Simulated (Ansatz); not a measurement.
hcp Ru, treated with LDA (PAW; Ansatz, a program for electronic structure).

Run with plane-wave cutoff 520 eV, 30×30×16 k mesh (along the axes of the cell as run), Fermi–Dirac smearing 0.064 eV (set by the program), no spin polarisation, scalar-relativistic PAW data made under PBE.

Computed at the level's own relaxed cell.

Hill averages of the elastic tensor: K = 366.5 GPa, G = 225.9 GPa. Volume 13.088 Å³/atom, mean atomic mass 101.070 u.

**Question.** Work out the density, the sound velocities of a polycrystal and the elastic Debye temperature, and Pugh's ratio at this level.

**Answer.** ρ = 1.66054 × 101.070/13.088 = 12.823 g/cm³. v_l = √[(K + 4G/3)/ρ] = 7.216 km/s and v_t = √(G/ρ) = 4.197 km/s. The mean follows from 3/v_m³ = 1/v_l³ + 2/v_t³: v_m = 4.656 km/s. Θ_D = (ħ/k_B) v_m (6π²/V)^(1/3) = 76.38 K Å s/km × 4.656 × 1.6540 Å⁻¹ = 588 K, counting all atoms of the cell. K/G = 1.62, to be set beside Pugh's rough bound of 1.75 between brittle and ductile metals.
